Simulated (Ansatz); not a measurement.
System: bcc Na. Method: RPBE (Ansatz, a first-principles code, PAW).

Numerical settings: plane-wave cutoff 520 eV, 18×18×18 k mesh, Fermi–Dirac smearing 0.05 eV, scalar-relativistic PAW data made under PBE.

Cell (relaxed at this level):

```yaml
crystal:
  lattice:
    - [-2.14448, 2.14448, 2.14448]
    - [2.14448, -2.14448, 2.14448]
    - [2.14448, 2.14448, -2.14448]
  atoms:
    - { symbol: Na, position: [0.00000, 0.00000, 0.00000] }
```

### Question
Predict the bulk modulus and pressure derivative B′ of the bulk modulus.

### Answer

- bulk modulus: 7.03 GPa
- pressure derivative B′ of the bulk modulus: 3.7

The run finds no gap.

Measured, for comparison: bulk modulus 7.9 GPa (0 K value with the zero-point phonon effect removed, our sources range from 7.63 to 7.91; as tabulated in Mejia-Rodriguez and Trickey (2018), arXiv:1807.09216). Computed (rounded) less measured: bulk modulus -11 % (-8 % to -11 % over the range).
